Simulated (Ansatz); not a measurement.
CH7PSi (`C[SiH2]P`). Total charge 0; spin multiplicity 1.

Z-matrix (Å, degrees):
```
C
Si 1 1.871
H 1 1.092 2 110.8
H 1 1.093 2 110.6 3 119.8
H 1 1.092 2 110.8 3 -120.1
P 2 2.258 1 109.3 3 62.8
H 2 1.489 1 110.5 3 179.8
H 2 1.489 1 110.2 3 -61.1
H 6 1.421 2 93.9 1 -75.8
H 6 1.421 2 94.0 1 -169.5
```

Q: List the harmonic frequencies (cm⁻¹, unscaled) at PBE0-D4/def2-TZVP in Ansatz. (Best estimate.)

A: Computed: 132, 159, 172, 440, 448, 550, 605, 699, 733, 793, 883, 887, 947, 1089, 1277, 1450, 1451, 2205, 2211, 2403, 2414, 3053, 3138, 3141.

Q: Is this a minimum?

A: Yes, all 24 modes are real.

Q: Give the ideal-gas thermochemistry at 298.15 K and 1 bar (rigid rotor, harmonic oscillator; point group C1, symmetry number 1).

A: Zero-point energy 187.1 kJ/mol; H(298) − E = 205.7 kJ/mol; entropy 318.4 J/(mol·K), of which translation 163.2, rotation 105.6, vibration 49.5; G(298) − E = 110.8 kJ/mol.

Q: And at 400, 500, 600, 800 and 1000 K?

A: 
```json
{"T (K)": "400", "H − E (kJ/mol)": "216.5", "S (J/mol/K)": "349.4", "G − E (kJ/mol)": "76.7"}
{"T (K)": "500", "H − E (kJ/mol)": "228.8", "S (J/mol/K)": "376.9", "G − E (kJ/mol)": "40.4"}
{"T (K)": "600", "H − E (kJ/mol)": "242.6", "S (J/mol/K)": "402.0", "G − E (kJ/mol)": "1.4"}
{"T (K)": "800", "H − E (kJ/mol)": "273.5", "S (J/mol/K)": "446.4", "G − E (kJ/mol)": "-83.5"}
{"T (K)": "1000", "H − E (kJ/mol)": "308.0", "S (J/mol/K)": "484.7", "G − E (kJ/mol)": "-176.7"}
```

Q: Rotational constants (cm⁻¹)?

A: 0.4665, 0.1139, 0.09837.
